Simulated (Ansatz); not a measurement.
**The cluster GeBr₂−: geometry, orbitals and charge**

What does the cluster GeBr₂− look like as a doublet, and where do its frontier electrons sit?

Method: UKS PBE0-D4/def2-TZVPD; program: Ansatz 0.2.0, Gaussian basis.

Plan: relaxation at B3LYP-D4/def2-TZVPD; a search for the lowest solution at PBE0-D4/def2-SVP; a single point at PBE0-D4/def2-TZVPD.

## 1. Starting geometry

3 atoms, charge -1, spin multiplicity 2.

Atoms are counted from 1 here; the program's logs count them from 0.

Bond lengths: Ge1–Br2 2.545 Å, Ge1–Br3 2.548 Å. Angles: Br2–Ge1–Br3 104.4°.

The ion is computed in the gas phase, without counter-ions or solvent.

The start is a GFN2-xTB geometry.

## 2. Optimising with B3LYP-D4/def2-TZVPD

in.yaml

```yaml
crystal:
  periodic: [false, false, false]
  atoms:
    - {symbol: Ge, position_ang: [0.366220, -0.972380, -0.056470]}
    - {symbol: Br, position_ang: [-2.062720, -0.227840, 0.090580]}
    - {symbol: Br, position_ang: [1.696500, 1.200220, -0.034110]}
basis:
  gaussian: {orbitals: def2-TZVPD}
total_charge: -1
magnetization: {spin_polarized: true, initial_magnetization: 1}
hamiltonian: {xc: {name: B3LYP}, dispersion: d4}
scf: {lower_state_search: "off"}
output: {orbitals: {seedname: orbitals}}
relax: {f_tol: 0.02, max_steps: 100}
```

Launch:

```console
> ansatz run in.yaml --threads 4 --pin off --events-out ev --progress --plain --max-ram 3916MiB
```

Standard output (excerpt; [...] marks lines left out):

```text
Functional definition: B3LYP
  name "B3LYP"
  cite "Stephens, Devlin, Chabalowski & Frisch, J. Phys. Chem. 98, 11623 (1994) doi:10.1021/j100096a001"
  cite "Becke, Phys. Rev. A 38, 3098 (1988) doi:10.1103/PhysRevA.38.3098"
  cite "Lee, Yang & Parr, Phys. Rev. B 37, 785 (1988) doi:10.1103/PhysRevB.37.785"
  cite "Vosko, Wilk & Nusair, Can. J. Phys. 58, 1200 (1980) doi:10.1139/p80-159"
[...]
1164 factors; integrals over basis functions are off by at most 4.1e-4 eV
[...]
mean field -196617.91087498 eV, -7225.5749522488 hartree, gradient 5.2e-6 eV, S^2 0.753171; 0 other end points of the search recorded, 0 dependent functions left out
[...]
reference -196617.91110292 eV, -7225.5749606255 hartree; 52, 51 occupied and 116, 117 virtual orbitals, 1164 factors
relax step   1: F+E_penalty+E_count = -196618.09708566 eV  Δ(F+E_penalty+E_count) = +0.000e0 eV  max|allowed force component| = 9.369e-2 eV/Å  Δτ_max = 0.0000 Å  (17 SCF iters, accepted)
[...]
relax step   2: F+E_penalty+E_count = -196618.10293702 eV  Δ(F+E_penalty+E_count) = -5.851e-3 eV  max|allowed force component| = 7.461e-2 eV/Å  Δτ_max = 0.0693 Å  (21 SCF iters, accepted)
[...]
relax step   3: F+E_penalty+E_count = -196618.10342373 eV  Δ(F+E_penalty+E_count) = -4.867e-4 eV  max|allowed force component| = 1.904e-2 eV/Å  Δτ_max = 0.0124 Å  (23 SCF iters, accepted)
Total energy: -196618.10365017 eV, -7225.5820366064 hartree
Atom 0 at     0.379045    -1.003638    -0.058336 Å, force     0.007577    -0.019043    -0.001125 eV/Å
Atom 1 at    -2.012777    -0.190371     0.089661 Å, force    -0.012961     0.006198     0.000873 eV/Å
Atom 2 at     1.633732     1.194009    -0.031325 Å, force     0.005384     0.012845     0.000252 eV/Å
Dipole moment:     0.070893    -0.187994    -0.010922 e Å
Checks for a lower state left out: stability, starts, cluster_reference, orbital_swaps, neighbouring_geometries, increment
```

Run time: 26 s. Hardware: 4 threads of Intel Xeon at 2.50GHz, shared host.

Relaxation path:

```csv
step,energy from step 1 (eV),largest force component (eV/Å)
1,0.0000,0.0937
2,-0.0059,0.0746
3,-0.0063,0.0190
```

Close pairs (by a distance rule), those that changed most:

```csv
bond,before (Å),after (Å),change (Å)
Ge1–Br3,2.548,2.531,-0.017
Ge1–Br2,2.545,2.531,-0.014
```

Bonds by kind at the end (by distance):

```csv
bond,count,shortest (Å),longest (Å)
Br–Ge,2,2.531,2.531
```

## 3. Searching for the lowest solution, PBE0-D4/def2-SVP

start.molden holds the orbitals of an earlier run on this state, given as this run's starting guess.

in.yaml

```yaml
crystal:
  periodic: [false, false, false]
  atoms:
    - {symbol: Ge, position_ang: [0.379045, -1.003638, -0.058336]}
    - {symbol: Br, position_ang: [-2.012777, -0.190371, 0.089661]}
    - {symbol: Br, position_ang: [1.633732, 1.194009, -0.031325]}
basis:
  gaussian: {orbitals: def2-SVP, initial_orbitals: start.molden}
total_charge: -1
magnetization: {spin_polarized: true, initial_magnetization: 1}
hamiltonian: {xc: pbe0, dispersion: d4}
output: {orbitals: {seedname: orbitals}}
```

The command is unchanged.

Standard output:

```text
Functional definition: PBE0
  name "PBE0"
  cite "Adamo & Barone, J. Chem. Phys. 110, 6158 (1999) doi:10.1063/1.478522"
  cite "Perdew, Burke & Ernzerhof, Phys. Rev. Lett. 77, 3865 (1996) doi:10.1103/PhysRevLett.77.3865"
  parent pbe
  parameter a = 0.25
  parameter kappa = 0.804
  parameter beta = 0.06672455060314922
  exchange = (1 - a)*pbe_x(kappa = kappa, mu = beta*pi^2/3) + a*exact_x
  correlation = pbe_c(beta = beta)
924 factors; integrals over basis functions are off by at most 6.0e-4 eV
mean field evaluation 1: about -196567.2120 eV, gradient 4.9e0 eV
mean field evaluation 2: about -196567.3208 eV, gradient 1.2e-1 eV
mean field evaluation 4: about -196567.3245 eV, gradient 3.5e-4 eV
mean field evaluation 8: about -196566.8223 eV, gradient 1.4e1 eV
mean field evaluation 16: about -196567.3245 eV, gradient 2.4e-3 eV
mean field -196567.32445902 eV, -7223.7159357512 hartree, gradient 2.5e-5 eV, S^2 0.754070; 1 other end points of the search recorded, 0 dependent functions left out
reference -196567.32448145 eV, -7223.7159365755 hartree; 52, 51 occupied and 44, 45 virtual orbitals, 924 factors
Total energy: -196567.42219432 eV, -7223.7195274571 hartree
```

Run time: 4.8 s. Hardware: 4 threads of Intel Xeon at 2.50GHz, shared host.

HOMO 0.19 eV, LUMO 3.26 eV (over both spins); ⟨S²⟩ 0.754 (pure: 0.75). Doubts: highest occupied level lies above zero.

## 4. Single point, PBE0-D4/def2-TZVPD

Changes to in.yaml since step 3:

```diff
@@ -7,3 +7,3 @@
 basis:
-  gaussian: {orbitals: def2-SVP, initial_orbitals: start.molden}
+  gaussian: {orbitals: def2-TZVPD, initial_orbitals: start.molden}
 total_charge: -1
@@ -11,2 +11,3 @@
 hamiltonian: {xc: pbe0, dispersion: d4}
+scf: {omitted_lower_state_checks: [starts]}
 output: {orbitals: {seedname: orbitals}}
```

Launched as before.

Standard output (excerpt; [...] marks lines left out):

```text
Functional definition: PBE0
  name "PBE0"
  cite "Adamo & Barone, J. Chem. Phys. 110, 6158 (1999) doi:10.1063/1.478522"
  cite "Perdew, Burke & Ernzerhof, Phys. Rev. Lett. 77, 3865 (1996) doi:10.1103/PhysRevLett.77.3865"
  parent pbe
[...]
1070 factors; integrals over basis functions are off by at most 1.6e-3 eV
[...]
mean field -196591.72592842 eV, -7224.6126732114 hartree, gradient 1.5e-5 eV, S^2 0.754947; 0 other end points of the search recorded, 0 dependent functions left out
reference -196591.72596872 eV, -7224.6126746926 hartree; 52, 51 occupied and 116, 117 virtual orbitals, 1070 factors
Total energy: -196591.82368159 eV, -7224.6162655743 hartree
Checks for a lower state left out: starts
```

Wall time 9.6 s (4 threads of Intel Xeon at 2.50GHz, shared host).

From the report: HOMO -0.21 eV, LUMO 2.76 eV (over both spins); ⟨S²⟩ 0.755 (pure: 0.75).

Mulliken charges, from this run's orbitals:

```csv
atom,value (e)
Ge1,-0.01
Br2,-0.49
Br3,-0.49
```

Mulliken spin populations:

```csv
atom,value (e)
Ge1,0.98
Br2,0.01
Br3,0.01
```

Largest Mayer bond orders: Ge1–Br2 0.78; Ge1–Br3 0.78.

## 5. What came out

| quantity | value |
| --- | --- |
| point group | C2v |
| commonest bond | Br–Ge, 2 of mean length 2.531 Å |
| HOMO, LUMO at PBE0-D4/def2-TZVPD (over both spins) | -0.21, 2.76 eV |
| ⟨S²⟩ | 0.755 |

The molecule keeps its bonding pattern by the stored test; the atoms moved 0.05 Å (rms). No usable vibrations, so a minimum isn't proven. Whether this spin is the lowest isn't tested here.

The anion's highest level is positive in at least one run, so there the basis alone may hold the extra electron.
